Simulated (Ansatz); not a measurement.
Ansatz (a first-principles code) input (B3LYP-D3(BJ)/def2-TZVP):

Ansatz 0.2 input:
```yaml
crystal:
  periodic: [false, false, false]
  atoms:
    - {symbol: Al, position_ang: [0.03153682, 0.01184440, -0.00562067]}
    - {symbol: F, position_ang: [-1.36418575, -0.87710309, -0.01788474]}
    - {symbol: F, position_ang: [0.03951705, 1.54514369, -0.62768862]}
    - {symbol: F, position_ang: [1.41773221, -0.63197040, 0.62823432]}
basis:
  gaussian:
    orbitals: def2-TZVP
hamiltonian:
  xc: b3lyp
  dispersion: d3bj
total_charge: 1
magnetization: {spin_polarized: true, initial_magnetization: 1}
relax: {f_tol: 0.002, max_steps: 150}
```

End of the output:

```
these checks for a lower state are left out or cut short: starts, cluster_reference, orbital_swaps, neighbouring_geometries, increment
integrals: 0.04 GiB planned
727 factors; their error is unknown
mean field: 0.50 GiB planned
mean field -14744.02626465 eV, -541.8329713660 hartree, gradient 1.4e-5 eV, S^2 0.757640; 0 other end points of the search recorded, 0 dependent functions left out
the calculation of the forces begins
reference -14744.02644532 eV, -541.8329780054 hartree; 20, 19 occupied and 110, 111 virtual orbitals, 727 factors
relax step   2: F+E_penalty+E_count = -14744.09469286 eV  Δ(F+E_penalty+E_count) = +9.161e-7 eV  max|allowed force component| = 3.957e-3 eV/Å  Δτ_max = 0.0010 Å  (39 SCF iters, rejected (line search))
these checks for a lower state are left out or cut short: starts, cluster_reference, orbital_swaps, neighbouring_geometries, increment
integrals: 0.04 GiB planned
727 factors; their error is unknown
mean field: 0.50 GiB planned
mean field -14744.02626490 eV, -541.8329713753 hartree, gradient 1.5e-5 eV, S^2 0.757639; 0 other end points of the search recorded, 0 dependent functions left out
the calculation of the forces begins
reference -14744.02644557 eV, -541.8329780146 hartree; 20, 19 occupied and 110, 111 virtual orbitals, 727 factors
relax step   3: F+E_penalty+E_count = -14744.09469602 eV  Δ(F+E_penalty+E_count) = -2.252e-6 eV  max|allowed force component| = 9.132e-4 eV/Å  Δτ_max = 0.0005 Å  (41 SCF iters, accepted)
integrals: 0.04 GiB planned
727 factors; their error is unknown
mean field: 0.50 GiB planned
mean field evaluation 64: about -14733.3122 eV, gradient 6.4e1 eV
mean field evaluation 96: about -14743.8024 eV, gradient 5.7e0 eV
mean field -14744.02626490 eV, -541.8329713753 hartree, gradient 1.5e-5 eV, S^2 0.757639; 7 other end points of the search recorded, 0 dependent functions left out
the calculation of the forces begins
reference -14744.02644557 eV, -541.8329780146 hartree; 20, 19 occupied and 110, 111 virtual orbitals, 727 factors
Total energy: -14744.09487669 eV, -541.8354928118 hartree
Atom 0 at     0.031789     0.011883    -0.005268 Å, force     0.000799     0.000482    -0.000897 eV/Å
Atom 1 at    -1.363922    -0.876722    -0.018069 Å, force    -0.000913     0.000016     0.000053 eV/Å
Atom 2 at     0.039116     1.544898    -0.627796 Å, force    -0.000559    -0.000169     0.000224 eV/Å
Atom 3 at     1.417617    -0.632145     0.628174 Å, force     0.000674    -0.000329     0.000620 eV/Å
Dipole moment:    -0.000216     0.000256     0.000373 e Å
```
